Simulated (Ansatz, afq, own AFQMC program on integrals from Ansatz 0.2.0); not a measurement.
## BHO, singlet: AFQMC among the cluster methods

```xyz
3

B     0.0000    0.0000    0.0084
O     0.0000    0.0000   -1.1895
H     0.0000    0.0000    1.1811
```

Connectivity, by distances: BH–O.

Basis cc-pVQZ. Noble-gas cores (and the filled d shells of Ga–Kr and In–Xe) are frozen. AFQMC by an in-house program on the Cholesky factors that Ansatz 0.2.0 writes for its CCSD(T) run. ph-AFQMC/CISD is guided by a CISD state made of CCSD amplitudes; releasing the constraint for a short imaginary time cuts its bias at the price of noise, slowly where states lie close. Free projection: walkers drawn from exp(T), propagated without any constraint. Its projection time is finite, and what remains of the start isn't in its error. Error bars are statistical, one sigma.

Determinant: RHF, the one that the program's search chose, which needn't be the lowest solution. The geometry is a PBE0/def2-TZVP stationary point of this or a neighbouring charge and spin state.

No full CI on the walks' own integrals is used here. The released AFQMC energy serves as the reference, which it does only where one determinant dominates, the energy is flat over the last release times and near the phaseless one (40 meV or 2 meV an electron, half that with transition metals). On small molecules, where full CI could be run and the noise was under 10 meV, such values lay within 10 meV of it in 19 cases of 20, a flattering rate, since the rule was set on those same cases; what remains of the bias isn't in the error bar.

Cautions: the released value is read at 2.40 1/Eh (meV from the phaseless value at times in 1/Eh: 0 ± 4 at 0.24, -8 ± 3 at 0.51, -11 ± 6 at 0.99, -5 ± 5 at 1.62, -6 ± 6 at 2.40).

The T1 diagnostic is 0.0188 and the weight of the determinant in the CISD state is 0.899. The size of the correlated space is 10 electrons in 138 orbitals.

Reference: AFQMC with the constraint released, correlation energy -10.127 ± 0.006 eV.

```
        level  E − E(reference) (kJ/mol)  share of correlation (%)
           HF                977.1 ± 0.6                      0.00
          MP2                 44.7 ± 0.6                     95.42
         CCSD                 44.5 ± 0.6                     95.45
      CCSD(T)                  2.5 ± 0.6                     99.75
  ph-AFQMC/HF                 -7.7 ± 3.3                    100.79
ph-AFQMC/CISD                  0.6 ± 0.8                     99.94
   free AFQMC                  1.6 ± 1.1                     99.84
```

Free projections are given only where their last times agree within the noise and don't stop above the reference; a slow remainder of the start can still hide under it. A walk keeps the symmetry of its determinant, which the program's search chose and which needn't be the lowest solution, so a lower state of the same spin and another symmetry isn't excluded. Released energies are given only where the last usable release times agree within the noise; a slower fall can still hide under it.
